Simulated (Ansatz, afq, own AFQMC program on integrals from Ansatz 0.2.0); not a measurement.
AFQMC, coupled cluster and functionals along a coordinate of SiH, quartet

```json
{"atom": "Si", "x (Å)": "0.0000", "y (Å)": "0.0000", "z (Å)": "0.0000"}
{"atom": "H", "x (Å)": "0.0000", "y (Å)": "0.0000", "z (Å)": "1.4995"}
```

The Si1–H2 distance is changed with both sides rigid. Energies in kcal/mol count from this geometry (1.500 Å) at the same level; the start stands on UHF, each point on the determinant named.

Basis cc-pVTZ. Noble-gas cores (and the filled d shells of Ga–Kr and In–Xe) are frozen. Ansatz 0.2.0 and our own AFQMC program on the same integrals; the CISD trial comes from CCSD amplitudes, and released means the phaseless constraint is let go. Error bars are statistical, one sigma.

Cautions, each for one point or more: lower spins were not checked.

```json
{"r(Si1–H2) / Å": "1.180", "det.": "UHF", "T1": "0.025", "weight": "0.95", "⟨S²⟩": "3.75", "wB97M-V": "30.9", "r2SCAN": "31.3", "CCSD(T)": "31.7"}
{"r(Si1–H2) / Å": "1.803", "det.": "UHF", "T1": "0.035", "weight": "0.92", "⟨S²⟩": "3.78", "wB97M-V": "8.9", "r2SCAN": "9.8", "CCSD(T)": "9.3"}
{"r(Si1–H2) / Å": "2.413", "det.": "UHF", "T1": "0.021", "weight": "0.92", "⟨S²⟩": "3.78", "wB97M-V": "25.5", "r2SCAN": "30.6", "CCSD(T)": "28.4"}
{"r(Si1–H2) / Å": "3.363", "det.": "UHF", "T1": "0.011", "weight": "0.93", "⟨S²⟩": "3.76", "wB97M-V": "29.5", "r2SCAN": "38.7", "CCSD(T)": "32.8"}
{"r(Si1–H2) / Å": "4.974", "det.": "UHF", "T1": "0.011", "weight": "0.93", "⟨S²⟩": "3.76", "wB97M-V": "29.7", "r2SCAN": "39.9", "CCSD(T)": "33.2"}
```

**Question.** Estimate the curve of full CI, counted from the same start.

**Answer.** 
```
r(Si1–H2) / Å  det.     T1  weight  ⟨S²⟩   FCI  ph-AFQMC/CISD  released AFQMC  CCSDT(Q)
        1.180   UHF  0.025    0.95  3.75  31.9    31.8 ± 0.04     31.8 ± 0.02      31.9
        1.803   UHF  0.035    0.92  3.78   9.2     9.3 ± 0.05      9.2 ± 0.03       9.2
        2.413   UHF  0.021    0.92  3.78  28.4    28.5 ± 0.04     28.4 ± 0.03      28.4
        3.363   UHF  0.011    0.93  3.76  32.8    32.9 ± 0.07     32.9 ± 0.02      32.9
        4.974   UHF  0.011    0.93  3.76  33.3    33.4 ± 0.03               –      33.3
```

Weight is that of the determinant in the CISD state; at the start T1 is 0.032 and the weight 0.93, and ⟨S²⟩ is 3.75. A dash marks a missing value, a released energy that hasn't settled or a functional that sits on another state. Largest departures from full CI: CCSD(T) 0.1 kcal/mol at 1.803 (on UHF), ph-AFQMC/CISD 0.1 kcal/mol at 3.363 (on UHF) (within the noise), released AFQMC 0.0 kcal/mol at 1.803 (on UHF) (within the noise), CCSDT(Q) 0.0 kcal/mol at 2.413 (on UHF), wB97M-V -3.6 kcal/mol at 4.974, r2SCAN 6.6 kcal/mol at 4.974. Functionals count only at points shown to share the start's state and spin.

CCSDT and higher add their correlation energy to the determinant of the CCSD(T) run, since their own runs factorise the integrals more tightly (a shift of under 2 meV). A walk keeps the symmetry of its determinant, which the program's search chose and which needn't be the lowest solution, so a lower state of the same spin and another symmetry isn't excluded. Released energies are given only where the last usable release times agree within the noise; a slower fall can still hide under it.
